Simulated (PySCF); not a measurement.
**How the method moves the HOMO and LUMO of PH3**

Species: PH3.
Z-matrix (Å and degrees, PBE0-D3(BJ)/def2-SVP geometry), rows numbered from 1:
```
P 
H   1  1.4289
H   1  1.4289  2   92.96
H   1  1.4288  2   92.96  3   -93.12
```

The species is `P` (PH3).

Basis pcSseg-2 throughout (PySCF), one geometry. Isolated species at its PBE0-D3(BJ)/def2-SVP geometry, gas phase.

Task: How do the orbital energies, the gap and the dipole change with the method?

Result: 
| method | kind | HOMO (eV) | LUMO (eV) | gap (eV) | μ (D) | SCF cycles |
| --- | --- | --- | --- | --- | --- | --- |
| BLYP | GGA | -6.60 | -0.20 | 6.40 | 0.66 | 10 |
| B97-D | GGA | -6.70 | -0.20 | 6.49 | 0.71 | 10 |
| PBE | GGA | -6.72 | -0.27 | 6.45 | 0.76 | 11 |
| OPBE | GGA | -6.72 | -0.19 | 6.53 | 0.83 | 11 |
| KT2 | GGA | -6.75 | -0.25 | 6.50 | 0.74 | 10 |
| LDA | LDA | -6.76 | -0.36 | 6.41 | 0.86 | 10 |
| KT3 | GGA | -6.80 | -0.29 | 6.50 | 0.70 | 10 |
| BP86 | GGA | -6.82 | -0.33 | 6.49 | 0.75 | 10 |
| B3LYP | global hybrid | -7.69 | 0.31 | 7.99 | 0.67 | 10 |
| PBE0 | global hybrid | -7.89 | 0.63 | 8.51 | 0.77 | 10 |
| mPW1PW91 | global hybrid | -7.92 | 0.61 | 8.53 | 0.76 | 9 |
| HF | Hartree–Fock | -10.61 | 2.93 | 13.54 | 0.66 | 8 |

The HOMO spans 4.01 eV, from BLYP down to HF, and the gap runs from 6.40 eV (BLYP) to 13.54 eV (HF). Over the methods BLYP (0 %), B97-D (0 %), PBE (0 %), OPBE (0 %), KT2 (0 %), LDA (0 %), KT3 (0 %), BP86 (0 %), B3LYP (20 %), PBE0 (25 %), mPW1PW91 (25 %), HF (100 %), a straight line through the gap against the share of exact exchange rises by 0.71 eV for each 10 % (correlation coefficient 0.998). The dipole ranges from 0.66 D (BLYP) to 0.86 D (LDA). This basis has no diffuse functions.
